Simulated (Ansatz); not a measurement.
# BePH (triplet): the correlation ladder, def2-QZVPP

One table from this session's results is given with a row withheld; the runs are named, their logs left out.

Method: def2-QZVPP, core rule «outside noble gas», up to 6 orbitals frozen; program: Ansatz 0.2.0, Gaussian basis.

The runs, in order: UHF; ROHF; CCSD(T) on UHF.

2 further runs of the same task are left out: 2 set aside as unsound or not needed.

**The geometry**

The geometry is a PBE0/def2-TZVP stationary point (not a proven minimum) of the parent state, kept for this charge and spin.

3 atoms, charge 0, spin multiplicity 3.

Atoms are counted from 1 here; the program's logs count them from 0.

Bond lengths: P1–Be2 2.041 Å, Be2–H3 1.338 Å. Angles: P1–Be2–H3 180.0°.

The first run:

File in.yaml:

```yaml
crystal:
  periodic: [false, false, false]
  atoms:
    - {symbol: P, position_ang: [0.000000, 0.000000, -1.806767]}
    - {symbol: Be, position_ang: [0.000000, 0.000000, 0.234533]}
    - {symbol: H, position_ang: [0.000000, 0.000000, 1.572233]}
basis:
  gaussian: {orbitals: "def2-QZVPP.json"}
magnetization: {spin_polarized: true, initial_magnetization: 2}
hamiltonian: {xc: hf}
output: {orbitals: {seedname: orbitals}}
```

Run with:

```bash
$ ansatz run in.yaml --threads 1 --pin off --events-out ev --progress --plain --max-ram 2393MiB
```

Steps of the session up to this table: UHF; ROHF; CCSD(T) on UHF.

One of the session's tables, all rows but one given; the rest of the session is left out.

| method | from UCCSD(T) (meV) |
| --- | --- |
| ROHF | +5288.8 |
| UHF | ? |
| UMP2 | +961.6 |
| UCCSD | +198.0 |
| UCCSD(T) | 0 |

Q: Estimate the row for UHF from the others.

**Answer.** from UCCSD(T) (meV): +5128.6. In the column «from UCCSD(T) (meV)» it lies between UMP2 (+961.6) and ROHF (+5288.8).
